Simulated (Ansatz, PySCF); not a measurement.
Bond stretch in SMILES FCF. The C1–F5 bond (C1 also carries F, H, H; F5 carries nothing else) is stretched with both fragments frozen at the PBE0/def2-TZVP optimised geometry.

Levels of theory: UHF/cc-pVTZ (Ansatz, a quantum-chemistry and plane-wave program); RHF/cc-pVTZ (Ansatz); UKS-PBE = Ansatz with unrestricted PBE/cc-pVTZ; RKS-PBE = restricted PBE/cc-pVTZ (Ansatz); UKS-CAM-B3LYP = unrestricted CAM-B3LYP/cc-pVTZ (Ansatz); RKS-CAM-B3LYP = restricted CAM-B3LYP/cc-pVTZ in Ansatz; UKS-B3LYP = unrestricted B3LYP/cc-pVTZ (Ansatz); RKS-B3LYP = restricted B3LYP/cc-pVTZ run with Ansatz; UKS-B3LYP/6-31G* = unrestricted B3LYP/6-31G*, spherical d run with PySCF; RKS-B3LYP/6-31G* = restricted B3LYP/6-31G*, spherical d in PySCF.

Scanned distances (Å): 1.10, 1.15, 1.21, 1.27, 1.31, 1.35, 1.36, 1.42, 1.47, 1.55, 1.68, 1.82, 2.02, 2.22, 2.40, 2.68, 2.97, 3.31, 3.58, 4.08, 4.75.

Problem. Where does the unrestricted solution first break spin symmetry (<S²> of 0.01 or more)?

Solution. UHF: between 1.68 and 1.82 Å; UKS-PBE: between 2.22 and 2.40 Å; UKS-CAM-B3LYP: between 2.02 and 2.22 Å; UKS-B3LYP: between 2.02 and 2.22 Å; UKS-B3LYP/6-31G*: between 2.02 and 2.22 Å.

| R / Å | <S²> UHF | E(RHF) − E(UHF) / kJ/mol | <S²> UKS-PBE | E(RKS-PBE) − E(UKS-PBE) / kJ/mol | <S²> UKS-CAM-B3LYP | E(RKS-CAM-B3LYP) − E(UKS-CAM-B3LYP) / kJ/mol | <S²> UKS-B3LYP | E(RKS-B3LYP) − E(UKS-B3LYP) / kJ/mol | <S²> UKS-B3LYP/6-31G* | E(RKS-B3LYP/6-31G*) − E(UKS-B3LYP/6-31G*) / kJ/mol |
|---|---|---|---|---|---|---|---|---|---|---|
| 1.10 | 0.00 | 0.0 | 0.00 | 0.0 | 0.00 | 0.0 | 0.00 | 0.0 | 0.00 | 0.0 |
| 1.15 | 0.00 | 0.0 | 0.00 | 0.0 | 0.00 | 0.0 | 0.00 | 0.0 | 0.00 | 0.0 |
| 1.21 | 0.00 | 0.0 | 0.00 | 0.0 | 0.00 | 0.0 | 0.00 | 0.0 | 0.00 | 0.0 |
| 1.27 | 0.00 | 0.0 | 0.00 | 0.0 | 0.00 | 0.0 | 0.00 | 0.0 | 0.00 | 0.0 |
| 1.31 | 0.00 | 0.0 | 0.00 | 0.0 | 0.00 | 0.0 | 0.00 | 0.0 | 0.00 | 0.0 |
| 1.35 | 0.00 | 0.0 | 0.00 | 0.0 | 0.00 | 0.0 | 0.00 | 0.0 | 0.00 | 0.0 |
| 1.36 | 0.00 | 0.0 | 0.00 | 0.0 | 0.00 | 0.0 | 0.00 | 0.0 | 0.00 | 0.0 |
| 1.42 | 0.00 | 0.0 | 0.00 | 0.0 | 0.00 | 0.0 | 0.00 | 0.0 | 0.00 | 0.0 |
| 1.47 | 0.00 | 0.0 | 0.00 | 0.0 | 0.00 | 0.0 | 0.00 | 0.0 | 0.00 | 0.0 |
| 1.55 | 0.00 | 0.0 | 0.00 | 0.0 | 0.00 | 0.0 | 0.00 | 0.0 | 0.00 | 0.0 |
| 1.68 | 0.00 | 0.0 | 0.00 | 0.0 | 0.00 | 0.0 | 0.00 | 0.0 | 0.00 | 0.0 |
| 1.82 | 0.01 | 0.0 | 0.00 | 0.0 | 0.00 | 0.0 | 0.00 | 0.0 | 0.00 | 0.0 |
| 2.02 | 0.60 | 43.2 | 0.00 | 0.0 | 0.00 | 0.0 | 0.00 | 0.0 | 0.00 | 0.0 |
| 2.22 | 0.82 | 119.0 | 0.00 | 0.0 | 0.19 | 3.3 | 0.10 | 0.7 | 0.14 | 1.7 |
| 2.40 | 0.91 | 187.7 | 0.04 | 0.1 | 0.44 | 20.4 | 0.35 | 12.0 | 0.40 | 15.9 |
| 2.68 | 0.97 | 281.8 | 0.39 | 11.0 | 0.66 | 57.2 | 0.58 | 39.8 | 0.63 | 48.1 |
| 2.97 | 1.00 | 361.2 | 0.57 | 27.9 | 0.80 | 95.7 | 0.71 | 68.4 | 0.76 | 81.1 |
| 3.31 | 1.01 | 435.1 | 0.67 | 45.1 | 0.90 | 136.3 | 0.80 | 96.0 | 0.84 | 113.4 |
| 3.58 | 1.01 | 482.0 | 0.71 | 55.5 | 0.95 | 164.1 | 0.84 | 113.3 | 0.88 | 133.1 |
| 4.08 | 1.01 | 547.1 | 0.76 | 68.5 | 0.99 | 205.0 | 0.89 | 136.4 | 0.93 | 157.5 |
| 4.75 | 1.01 | 601.8 | 0.79 | 77.7 | 1.00 | 240.6 | 0.92 | 154.6 | 0.95 | 173.8 |
